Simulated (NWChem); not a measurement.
# C4H10O (1-methoxypropane): levels of theory compared

Wanted: a comparison of 5 runs (CCSD/MINI, CCSD/SBKJC-VDZ, CCSD/LANL2DZ, CCSD/MIDI!, CCSD/DGauss-DZVP) of C4H10O (1-methoxypropane). 

The calculation is run with NWChem 7.3.0.

### 1 The structure to begin with

C4H10O: 15 atoms, total charge 0, spin state singlet. As SMILES, `CCCOC`. The coordinates come from a PBE0-D4/def2-TZVP relaxation.

Bond lengths: C1–C2 1.519 Å, C2–C3 1.511 Å, C3–O4 1.405 Å, O4–C5 1.398 Å, C1–H6 1.094 Å, C1–H7 1.092 Å, C1–H8 1.091 Å, C2–H9 1.095 Å, C2–H10 1.095 Å, C3–H11 1.101 Å, C3–H12 1.103 Å, C5–H13 1.090 Å, C5–H14 1.100 Å, C5–H15 1.100 Å. Some angles: C1–C2–C3 113.1°, C2–C3–O4 109.3°, C3–O4–C5 112.5°, C1–C2–H9 110.3°, C1–C2–H10 110.2°, C3–C2–H9 107.9°, C3–C2–H10 108.5°, C2–C1–H6 111.0°, C2–C1–H7 111.3°, C2–C1–H8 110.8°.

### 2 A single-point energy at CCSD/MINI (run 1)

c4h10o.xyz

```xyz
15

C     -1.590400    -0.737100    -1.038200
C     -0.374800    -1.300100    -0.322500
C      0.668700    -0.252100    -0.013200
O      0.125100     0.699600     0.865900
C      1.027900     1.722200     1.172200
H     -1.307900    -0.284600    -1.993300
H     -2.325800    -1.517900    -1.244000
H     -2.072400     0.033100    -0.434200
H      0.098500    -2.077200    -0.931700
H     -0.676600    -1.776600     0.615800
H      1.557900    -0.717300     0.440900
H      0.998400     0.242400    -0.942500
H      0.529400     2.412500     1.853400
H      1.931600     1.331000     1.661600
H      1.336500     2.272200     0.271500
```

c4h10o.nw

```
start c4h10o
memory 2200 mb

geometry units angstrom noautosym nocenter noautoz
  load c4h10o.xyz
end

basis spherical bse
  * library MINI
end

scf
  thresh 1e-08
  maxiter 80
  print low
end

ccsd
  freeze core 5
  maxiter 60
end

task ccsd
```

On the command line:

```console
$ nwchem c4h10o.nw > c4h10o.out
```

Output:

```text
Northwest Computational Chemistry Package (NWChem) 7.3.0
             --------------------------------------------------------

           Job information
           ---------------

    nwchem branch   = 7.3.0
    use scalapack   = T
    input           = c4h10o.nw
    prefix          = c4h10o.
    data base       = ./c4h10o.db
    status          = startup
    nproc           =        1

           Memory information
           ------------------

    heap     =     72089598 doubles =      550.0 Mbytes
    stack    =     72089595 doubles =      550.0 Mbytes
    global   =    144179200 doubles =     1100.0 Mbytes (distinct from heap & stack)
    total    =    288358393 doubles =     2200.0 Mbytes
    verify   = yes
    hardfail = no

           Directory information
           ---------------------

  0 permanent = .
  0 scratch   = .

                                NWChem Input Module
                                -------------------

 Scaling coordinates for geometry "geometry" by  1.889725989
 (inverse scale =  0.529177249)

[... 123 lines left out ...]
       Final RHF  results
[... 3 lines left out ...]
      One-electron energy =   -690.369164897784
[... 1 line left out ...]
 Nuclear repulsion energy =    192.703062713819
[... 21 lines left out ...]
 MP2 Corr. energy:             -0.226369749114715
[... 22 lines left out ...]
  Failed reading restart vector from ./c4h10o.t2
[... 3 lines left out ...]
             energy      energy      error      ampl     ampl      Block
[... 6 lines left out ...]
                  *************converged*************
[... 1 line left out ...]
 -----------
 CCSD Energy
 -----------
 Reference energy:            -230.250232996019179
 CCSD corr. energy:             -0.292692086324731
 Total CCSD energy:           -230.542925082343913

 --------------------------------
 Spin Component Scaled (SCS) CCSD
 --------------------------------
 Same spin contribution:                 -0.027200491142701
 Same spin scaling factor:                1.130000000000000
 Opposite spin contribution:             -0.265491595182030
 Opposite spin scaling fact.:             1.270000000000000
 SCS-CCSD correlation energy:            -0.367910880872430
 Total SCS-CCSD energy:                -230.618143876891622

 routine      calls  cpu(0)   cpu-min  cpu-ave  cpu-max   i/o
 aoccsd          1     0.01     0.01     0.01     0.01    0.00
 iterdrv         1     0.01     0.01     0.01     0.01    0.00
 pampt          11     0.04     0.04     0.04     0.04    0.00
[... 9 lines of this table left out ...]
 Total                12.14    12.14    12.14    12.14    0.00

 Task  times  cpu:       18.3s     wall:       18.3s
 Total times  cpu:       18.3s     wall:       18.3s
```

It took 19 s on 1 thread of Intel Xeon Platinum 8259CL at 2.50GHz (Skylake/Cascade Lake), shared host; peak memory 0.12 GiB.

### 3 A single-point energy at CCSD/SBKJC-VDZ (core potential) (run 2)

c4h10o.nw

```
start c4h10o
memory stack 880 mb heap 220 mb global 1100 mb
charge 0

geometry units angstrom noautosym nocenter noautoz
 C    -1.590400   -0.737100   -1.038200
 C    -0.374800   -1.300100   -0.322500
 C     0.668700   -0.252100   -0.013200
 O     0.125100    0.699600    0.865900
 C     1.027900    1.722200    1.172200
 H    -1.307900   -0.284600   -1.993300
 H    -2.325800   -1.517900   -1.244000
 H    -2.072400    0.033100   -0.434200
 H     0.098500   -2.077200   -0.931700
 H    -0.676600   -1.776600    0.615800
 H     1.557900   -0.717300    0.440900
 H     0.998400    0.242400   -0.942500
 H     0.529400    2.412500    1.853400
 H     1.931600    1.331000    1.661600
 H     1.336500    2.272200    0.271500
end

basis spherical bse
 * library SBKJC-VDZ
end

ecp bse
 C library SBKJC-VDZ
 O library SBKJC-VDZ
end

scf
 thresh 1e-08
 maxiter 80
 print low
end

ccsd
 maxiter 60
end

task ccsd energy
```

On the command line:

```console
$ nwchem c4h10o.nw > c4h10o.out
```

Output:

```text
Northwest Computational Chemistry Package (NWChem) 7.3.0
             --------------------------------------------------------

           Job information
           ---------------

    nwchem branch   = 7.3.0
    use scalapack   = T
    input           = c4h10o.nw
    prefix          = c4h10o.
    data base       = ./c4h10o.db
    status          = startup
    nproc           =        1

           Memory information
           ------------------

    heap     =     28835836 doubles =      220.0 Mbytes
    stack    =    115343361 doubles =      880.0 Mbytes
    global   =    144179200 doubles =     1100.0 Mbytes (distinct from heap & stack)
    total    =    288358397 doubles =     2200.0 Mbytes
    verify   = yes
    hardfail = no

           Directory information
           ---------------------

  0 permanent = .
  0 scratch   = .

                                NWChem Input Module
                                -------------------

 Scaling coordinates for geometry "geometry" by  1.889725989
 (inverse scale =  0.529177249)

[... 127 lines left out ...]
       Final RHF  results
[... 3 lines left out ...]
      One-electron energy =   -288.659301922954
[... 1 line left out ...]
 Nuclear repulsion energy =    112.080592230835
[... 21 lines left out ...]
 MP2 Corr. energy:             -0.420912820302588
[... 22 lines left out ...]
  Failed reading restart vector from ./c4h10o.t2
[... 3 lines left out ...]
             energy      energy      error      ampl     ampl      Block
[... 6 lines left out ...]
                  *************converged*************
[... 1 line left out ...]
 -----------
 CCSD Energy
 -----------
 Reference energy:             -43.329014109803467
 CCSD corr. energy:             -0.481248047598275
 Total CCSD energy:            -43.810262157401738

 --------------------------------
 Spin Component Scaled (SCS) CCSD
 --------------------------------
 Same spin contribution:                 -0.074960748298337
 Same spin scaling factor:                1.130000000000000
 Opposite spin contribution:             -0.406287299299938
 Opposite spin scaling fact.:             1.270000000000000
 SCS-CCSD correlation energy:            -0.600690515688042
 Total SCS-CCSD energy:                 -43.929704625491510

 routine      calls  cpu(0)   cpu-min  cpu-ave  cpu-max   i/o
 aoccsd          1     0.03     0.03     0.03     0.03    0.00
 iterdrv         1     0.03     0.03     0.03     0.03    0.00
 pampt          12     0.23     0.23     0.23     0.23    0.00
[... 9 lines of this table left out ...]
 Total                56.75    56.75    56.75    56.75    0.00

 Task  times  cpu:       66.2s     wall:       66.2s
 Total times  cpu:       66.2s     wall:       66.2s
```

It took 67 s on 1 thread of Intel Xeon Platinum 8259CL at 2.50GHz (Skylake/Cascade Lake), shared host; peak memory 0.18 GiB.

Runs 3 to 4 aren't shown in full; the table further down has their settings and results.

### 4 The energy at CCSD/DGauss-DZVP (run 5)

a.nw

```
start a
title "C4H10O"
memory 2200 mb
charge 0

geometry noautosym nocenter noautoz
   C     -1.590400    -0.737100    -1.038200
   C     -0.374800    -1.300100    -0.322500
   C      0.668700    -0.252100    -0.013200
   O      0.125100     0.699600     0.865900
   C      1.027900     1.722200     1.172200
   H     -1.307900    -0.284600    -1.993300
   H     -2.325800    -1.517900    -1.244000
   H     -2.072400     0.033100    -0.434200
   H      0.098500    -2.077200    -0.931700
   H     -0.676600    -1.776600     0.615800
   H      1.557900    -0.717300     0.440900
   H      0.998400     0.242400    -0.942500
   H      0.529400     2.412500     1.853400
   H      1.931600     1.331000     1.661600
   H      1.336500     2.272200     0.271500
end

basis spherical bse
   C library DGauss-DZVP
   O library DGauss-DZVP
   H library DGauss-DZVP
end

scf
   singlet
   rhf
   thresh 1e-08
   maxiter 80
   print low
end

ccsd
   freeze core 5
   maxiter 60
end

task ccsd
```

On the command line:

```console
$ nwchem a.nw > a.out
```

Output:

```text
Northwest Computational Chemistry Package (NWChem) 7.3.0
             --------------------------------------------------------

           Job information
           ---------------

    nwchem branch   = 7.3.0
    use scalapack   = T
    input           = a.nw
    prefix          = a.
    data base       = ./a.db
    status          = startup
    nproc           =        1

           Memory information
           ------------------

    heap     =     72089598 doubles =      550.0 Mbytes
    stack    =     72089595 doubles =      550.0 Mbytes
    global   =    144179200 doubles =     1100.0 Mbytes (distinct from heap & stack)
    total    =    288358393 doubles =     2200.0 Mbytes
    verify   = yes
    hardfail = no

           Directory information
           ---------------------

  0 permanent = .
  0 scratch   = .

                                NWChem Input Module
                                -------------------

                                      C4H10O
                                      ------

[... 122 lines left out ...]
       Final RHF  results
[... 3 lines left out ...]
      One-electron energy =   -696.388163299455
[... 1 line left out ...]
 Nuclear repulsion energy =    192.703062713819
[... 21 lines left out ...]
 MP2 Corr. energy:             -0.691887082805402
[... 22 lines left out ...]
  Failed reading restart vector from ./a.t2
[... 3 lines left out ...]
             energy      energy      error      ampl     ampl      Block
[... 6 lines left out ...]
                  *************converged*************
[... 1 line left out ...]
 -----------
 CCSD Energy
 -----------
 Reference energy:            -232.131815785823648
 CCSD corr. energy:             -0.749423482081316
 Total CCSD energy:           -232.881239267904959

 --------------------------------
 Spin Component Scaled (SCS) CCSD
 --------------------------------
 Same spin contribution:                 -0.155242216818759
 Same spin scaling factor:                1.130000000000000
 Opposite spin contribution:             -0.594181265262557
 Opposite spin scaling fact.:             1.270000000000000
 SCS-CCSD correlation energy:            -0.930033911888645
 Total SCS-CCSD energy:                -233.061849697712290

 routine      calls  cpu(0)   cpu-min  cpu-ave  cpu-max   i/o
 aoccsd          1     0.06     0.06     0.06     0.06    0.00
 iterdrv         1     0.05     0.05     0.05     0.05    0.00
 pampt          11     0.38     0.38     0.38     0.38    0.00
[... 9 lines of this table left out ...]
 Total               200.14   200.14   200.14   200.14    0.00

 Task  times  cpu:      238.6s     wall:      238.6s
 Total times  cpu:      238.6s     wall:      238.6s
```

It took 4 min on 1 thread of Intel Xeon Platinum 8259CL at 2.50GHz (Skylake/Cascade Lake), shared host; peak memory 0.3 GiB.

### 5 All runs side by side

```
run                            level  frozen core orbitals  core potential  energy (Eh)  correlation energy (mEh)  wall time
  1                        CCSD/MINI                     5               –  -230.542925                    -292.7       19 s
  2  CCSD/SBKJC-VDZ (core potential)                     0       SBKJC-VDZ   -43.810262                    -481.2       67 s
  3                     CCSD/LANL2DZ                     5               –  -232.587588                    -515.8    1.8 min
  4                       CCSD/MIDI!                     5               –  -231.377327                    -602.0       88 s
  5                 CCSD/DGauss-DZVP                     5               –  -232.881239                    -749.4      4 min
```

### 6 Results

| quantity | value |
| --- | --- |
| run 5: total energy | -232.88124 Eh |
| run 5: correlation energy (5 core orbitals frozen) | -749.4 mEh |

In words: All runs together took 8.7 min, the longest 4 min.
